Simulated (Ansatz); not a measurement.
A nudged elastic band was laid between two geometries of AlBFH$_{3}$ (6 atoms, charge 0, multiplicity 1).

Method: Ansatz 0.2.0, RKS PBE-D4/def2-SVP.

* movable images: 7
* climbing image: yes
* spring: 5.0 eV/Å²
* optimiser: quadratic models (default)
* start path: IDPP
* force threshold: 0.03 eV/Å
* iteration limit: 60
* end points: relaxed

Initial state:

```xyz
6
Properties=species:S:1:pos:R:3
B -0.817 0.424 -0.668
Al 0.714 -0.314 0.607
F 1.181 -1.928 0.435
H -1.999 0.386 -0.369
H -0.582 0.939 -1.749
H 1.503 0.493 1.744
```

Final state:

```xyz
6
Properties=species:S:1:pos:R:3
B -0.817 0.424 -0.668
Al 0.715 -0.313 0.606
F 1.182 -1.927 0.435
H -0.588 0.937 -1.751
H -1.998 0.384 -0.364
H 1.506 0.495 1.741
```

Question: What changes between the two ends?

Answer: No bond is made or broken. The dihedral H4–B1–Al2–F3 goes from 91 to -90°. The two ends are copies of one structure, up to a mirror image or an exchange of like atoms.

Question: What energy profile does the band end with?

Answer: It converged. The highest image is number 4 of 0 to 8, 9.4 kJ/mol above the ends, which have the same energy within 2 meV. A vibrational analysis at the climbing image gives one clearly imaginary mode, 166i cm⁻¹: a first-order saddle point.

```csv
image,path coordinate (Å),energy (kJ/mol),dihedral H4–B1–Al2–F3 (°)
0,0.00,0.0,91
1,0.46,1.4,68
2,0.92,4.8,46
3,1.37,8.0,23
4,1.83,9.4,0
5,2.29,8.1,-23
6,2.75,4.8,-46
7,3.20,1.4,-68
8,3.66,0.0,-90
```

Question: What is the geometry of the highest image?

Answer: 
```xyz
6
Properties=species:S:1:pos:R:3
B -0.879 0.433 -0.622
Al 0.780 -0.311 0.532
F 0.778 -1.937 0.986
H -1.810 -0.277 -0.954
H -0.936 1.596 -0.980
H 2.066 0.495 1.038
```

Question: What are the harmonic wavenumbers there?

Answer: 166i, 177, 410, 506, 563, 682, 803, 826, 1100, 1882, 2508, 2604 cm⁻¹.

Run time: 62 s on 1 thread of Arm Neoverse V1, with other jobs on the host, peak memory 0.1 GiB.
